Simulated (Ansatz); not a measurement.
Basis-set extrapolation for CH$_{6}$B$_{2}$, SMILES `BCB` (PBE0-D4/def2-TZVP geometry, frozen core, the Gaussian-basis code of Ansatz). Multiplicity 1, RHF reference.

```csv
,def2-TZVPP,def2-QZVPP
HF,-90.725550,-90.730233
MP2 correlation,-0.381743,-0.405415
CCSD(T) correlation,-0.438758,not run
```

Energies in hartree. Use E(X) = E(∞) + A·exp(−7.88·√X) for Hartree–Fock and E(X) = E(∞) + B·X^(−2.97) for correlation, with X = 3 and 4, and add CCSD(T) minus MP2 of the smaller set to the MP2 limit.

**Question.** What is the CCSD(T) energy at the basis-set limit?

**Answer.** HF limit: -90.730233 + (-0.004683) × 0.13774 = -90.73088. MP2 limit: -0.405415 + (-0.023672) × 0.74074 = -0.42295. Higher-order term: -0.438758 − (-0.381743) = -0.05701. Total: -91.21084 hartree, 1.27 eV below CCSD(T)/def2-TZVPP.
